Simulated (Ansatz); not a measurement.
## What a trial cell of PtC₂ relaxes into

Level of theory: DFT PBE, scalar-relativistic, plane waves, PAW (Ansatz 0.2.0). Cutoff 420 eV, Γ-centred k mesh, Gaussian smearing, no spin polarisation in the final step.

PtC₂ was placed on the marcasite structure type (Pnnm, No. 58), with Pt in place of Fe, C in place of S, at a guessed volume.

```yaml
crystal:
  lattice:
    - [3.90591, 0.00000, 0.00000]
    - [0.00000, 4.76713, 0.00000]
    - [0.00000, 0.00000, 2.97596]
  atoms:
    - { symbol: Pt, position: [0.00000, 0.00000, 0.00000] }
    - { symbol: Pt, position: [0.50000, 0.50000, 0.50000] }
    - { symbol: C, position: [0.20040, 0.37870, 0.00000] }
    - { symbol: C, position: [0.79960, 0.62130, 0.00000] }
    - { symbol: C, position: [0.70040, 0.12130, 0.50000] }
    - { symbol: C, position: [0.29960, 0.87870, 0.50000] }
```

Cell and atoms relax at zero pressure; the relaxation can't lower the symmetry of the start. After a coarse first stage the cell is made exact in the group found at 0.06 Å.

The zero of energy is the elements' standard structures at the same level; no fitted shifts are applied.

Q: What does it relax into?

A: It keeps Pnnm (No. 58). The result has the marcasite structure. Conventional cell: a = 4.016 Å, b = 5.024 Å, c = 3.049 Å. Pt has 6 C at 2.14–2.17 Å; C has 1 C at 1.37 Å.

```
Pt C
1.0
     4.01614    0.00000    0.00000
     0.00000    5.02448    0.00000
     0.00000    0.00000    3.04866
Pt C
2 4
Direct
  0.00000 0.00000 0.00000
  0.50000 0.50000 0.50000
  0.13088 0.41242 0.00000
  0.86912 0.58758 0.00000
  0.63088 0.08758 0.50000
  0.36912 0.91242 0.50000
```

Q: What are its volume, energy, density and gap?

A: The volume per atom is 10.25 Å³ and the density is 11.83 g/cm³. The energy over the elements is 0.94 eV/atom and the gap on the 10×8×12 mesh is 0 eV (a metal).

The final run used a 10×8×12 mesh on its 6-atom cell and 0.10 eV smearing. The k mesh leaves about 4 meV/atom of noise in metals. Spin–orbit coupling is left out. A structure relaxed within its symmetry needn't be a true minimum.

Cost: 3 runs of about 1 core-minutes in all, on Intel Xeon 6975P-C (Granite Rapids) (shared hosts).